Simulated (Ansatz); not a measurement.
A run for Ansatz (a first-principles code): R-CCSD(T)/cc-pVDZ on CH4 (SMILES C).

Ansatz 0.2 input:
```yaml
crystal:
  periodic: [false, false, false]
  atoms:
    - {symbol: C, position_ang: [0.00000000, 0.00000000, 0.00000000]}
    - {symbol: H, position_ang: [0.00000000, 1.08744517, 0.00000000]}
    - {symbol: H, position_ang: [-0.51262657, -0.36248173, 0.88789526]}
    - {symbol: H, position_ang: [-0.51262657, -0.36248173, -0.88789526]}
    - {symbol: H, position_ang: [1.02525314, -0.36248173, 0.00000000]}
basis:
  gaussian:
    orbitals: cc-pVDZ
magnetization: {spin_polarized: false}
correlation: {method: ccsd_t, electrons: outside_noble_gas}
scf: {lower_state_search: off}
```

The head of its log:

```
WARN ansatz: RAYON_NUM_THREADS=2 ignored (pool sized by the plan → 2); use --threads N
Functional definition: HF
these checks for a lower state are left out or cut short: stability, starts, cluster_reference, orbital_swaps, neighbouring_geometries, increment
integrals: 0.01 GiB planned
301 factors; integrals over basis functions are off by at most 8.6e-4 eV
mean field: 0.04 GiB planned
mean field evaluation 1: about -1092.9364 eV, gradient 1.9e1 eV
mean field evaluation 2: about -1092.9363 eV, gradient 1.9e1 eV
mean field evaluation 4: about -1093.8536 eV, gradient 1.4e0 eV
mean field evaluation 8: about -1093.8618 eV, gradient 1.6e-6 eV
mean field -1093.86183372 eV, -40.1986809431 hartree, gradient 1.6e-6 eV, S^2 0.000000; 0 other end points of the search recorded, 0 dependent functions left out
1 core orbitals not correlated
reference -1093.86183372 eV, -40.1986809431 hartree; 4, 4 occupied and 29, 29 virtual orbitals, 301 factors
```

Give the final energy of this run.

-40.3869 hartree (reference determinant -40.1987, T1 diagnostic 0.005).
